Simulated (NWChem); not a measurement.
Correlation energy of O

SMILES: [O]
```xyz
1

O      0.0000     0.0000     0.0000
```
Charge 0, spin multiplicity 3.

Everything below was run with NWChem.

Basis set: cc-pVDZ. Each correlation energy counts from its own Hartree-Fock reference.

| method | correlation energy (mHa) |
|---|---|
| SCS-UMP2 | -99.8 |
| CCSDT on ROHF | -122.5 |
| CCSD on ROHF | -121.6 |
| CCSD on UHF | -117.0 |
| CCSD[T] on UHF | -117.8 |
| CCSD[T] on ROHF | -122.4 |
| URI-MP2 | -102.0 |
| CCSD(T) on UHF | -117.8 |
| UMP2 | -102.0 |
| CCSD(T) on ROHF | -122.4 |

The values span 22.7 mHa, from CCSDT on ROHF (lowest) to SCS-UMP2 (highest). 

The correlated methods keep 1 core orbital frozen. The stability of the SCF solutions was not checked. Open-shell Hartree-Fock references start from PBE0 orbitals. Coupled-cluster values serve here as a point of comparison, not as the truth.
